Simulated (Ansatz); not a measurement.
Compare A (`[CH2]OCC`•) with its isomer B (`CC(C)[O]`•).

Calculated with Ansatz (gas phase, PBE0-D4/def2-TZVP geometries, no zero-point term in ΔE). CBS: MP2 limit from def2 TZ/QZ plus the TZ coupled-cluster correction, frozen cores. DFT in def2-TZVPP. B3LYP here is the variant with VWN-RPA as its local correlation; programs differ in this. No spin–orbit coupling; open shells (•) take unrestricted orbitals. Each species was taken in one conformer, which may not be the lowest.

(1) Which isomer does CCSD(T)/CBS put lower? Give the gap. (Estimate.)

(2) Give E(B) − E(A) in kJ/mol with MP2/def2-TZVPP, B3LYP-D4, HF/def2-TZVPP, PBE0-D4, ωB97M-V, B3LYP, CCSD(T)/def2-SVP. (Best estimate.)

(3) Does the order hold for the free energy at 298.15 K (harmonic terms from PBE0-D4)? (An estimate is asked.)

Largest T1 diagnostic: 0.017.

Results:

(1) The calculation gave: B, by 8.8 kJ/mol.

(2) Ansatz gave: MP2/def2-TZVPP 6.0, B3LYP-D4 -13.2, HF/def2-TZVPP -45.8, PBE0-D4 -16.8, ωB97M-V -15.3, B3LYP -12.0, CCSD(T)/def2-SVP -18.6. The order is the other way round with MP2/def2-TZVPP.

(3) Computed: Yes: G(B) − G(A) = -8.3 kJ/mol, for one conformer each.

From BLYP to BHLYP (50 % exact exchange), in def2-TZVPP and without D4, E(B) − E(A) moves by −12.4 kJ/mol. At CCSD(T), def2-SVP lies −9.8 kJ/mol from the extrapolated value and def2-TZVPP −3.9 kJ/mol.
